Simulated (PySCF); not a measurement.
Checking a proposed structure

A compound C₄H₆O gives the data below (simulated from a calculation) and was assigned the structure `C=C=COC`.

¹³C{¹H} NMR (computed): δ 156.5 (CH, 2C), 95.7 (CH2, 2C).

¹H NMR (500 MHz, computed): δ 6.22 (dd, J = 14.7, 7.3 Hz, 2H), 4.81 (dd, J = 14.7, 1.1 Hz, 2H), 4.28 (dd, J = 7.3, 1.1 Hz, 2H).

Single conformer, no relativistic terms, no solvent model, rapidly exchanging positions averaged. Geometry from PBE0-D3(BJ)/def2-SVP; couplings computed with B3LYP/pcJ-1 (without the spin–dipole term); σ from GIAO-PBE0/pcSseg-1; PySCF 2.14.0 with density-fitted response routines.

Scale: TMS for ¹H and ¹³C (reference shieldings calculated alike).

Q: Compare with the shifts computed for the proposed structure, pairing carbons in order of shift.

A: Structure with atom numbers: `[CH2:1]=[C:2]=[CH:3][O:4][CH3:5]` (H(Xn): hydrogen on atom n).

```csv
atom,computed for proposal,given list,difference
C2,218.8,156.5,+62.3
C3,127.9,156.5,-28.6
C1,93.5,95.7,-2.2
C5,59.2,95.7,-36.5
```

The rms difference is 38.8 ppm and the largest +62.3 ppm at C2 (central carbon of an allene). The proposal also would give 4 carbon signals, not 2. The carbon types in order of shift don't match either: C, CH, CH2, CH3 for the proposal against CH, CH, CH2, CH2 in the data. The proposal doesn't fit.

Q: Which isomer fits?

A: Vinyl ether (SMILES C=COC=C).

Carbon types of the structure: 2 × CH, 2 × CH2, which accounts for all hydrogens. δC 156.5: alkene carbon bearing oxygen; an sp2 carbon further deshielded by the attached heteroatom. δC 95.7: β carbon of an enol-ether or enamine type C=C; the O or N lone pair pushes π density onto this β carbon and shields it. δH 6.22: hydrogen on an alkene carbon bearing oxygen; attached to an sp2 carbon and in the plane of the double bond. δH 4.81, 4.28: hydrogen on a β carbon of an enol-ether or enamine type C=C; lone-pair donation from O or N shields it, upfield of ordinary alkene protons. The protons at 4.81 and 6.22 share a coupling of 14.7 Hz (vicinal, trans across C=C). The protons at 4.28 and 6.22 share a coupling of 7.3 Hz (vicinal, cis across C=C).

This is the structure that produced the data.

Multiplet labels drop couplings under 1 Hz and merge nearly equal ones. Unscaled 3J(H,H) at this level run about 9 % above measured values. Shifts are as computed. Against solution values, carbons near 30 ppm lie about +2 ppm off and those near 130 ppm about +4 ppm. Of 246 compounds with measured shifts, 49 miss one by over three times the rms of a fit or turn the order of signals round; such compounds aren't used in these exercises.
